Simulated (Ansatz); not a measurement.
System: bcc Mo. Method: PBE (Ansatz, a program for electronic structure, PAW).

Numerical settings: plane-wave cutoff 520 eV, 28×28×28 k mesh, Fermi–Dirac smearing 0.082 eV (set by the program), no spin polarisation, scalar-relativistic PAW data made under PBE.

Cell (relaxed at this level):

Space group Im-3m (No. 229); a = 3.1608 Å, b = 3.1608 Å, c = 3.1608 Å, α = 90.00°, β = 90.00°, γ = 90.00°

```csv
atom,site,symmetry,x,y,z
Mo,2a,m-3m,0.0000,0.0000,0.0000
```
(The calculation used a cell of 1 atom; values per cell refer to that cell.)

**Question.** Estimate the Voigt–Reuss–Hill bulk modulus, elastic constant C12, elastic constant C11, Young modulus, Poisson ratio and elastic constant C44 that the calculation returns.

**Answer.** 
Voigt–Reuss–Hill bulk modulus: 260 GPa
elastic constant C12: 161 GPa
elastic constant C11: 458 GPa
Young modulus: 304 GPa
Poisson ratio: 0.305
elastic constant C44: 98.8 GPa

Measured, for comparison: elastic constant C12 160 GPa, elastic constant C11 478 GPa, elastic constant C44 112 GPa (0 K, 300 K values taken to 0 K by the source's computed thermal shift; zero-point effects included; as tabulated in Gong and Corso (2024), arXiv:2406.16634). Computed (rounded) less measured: elastic constant C12 +0.6 %, elastic constant C11 -4 %, elastic constant C44 -12 %.

Note: shear constants of such metals converge slowly with the k mesh.

Elastic constants are with the ions relaxed.
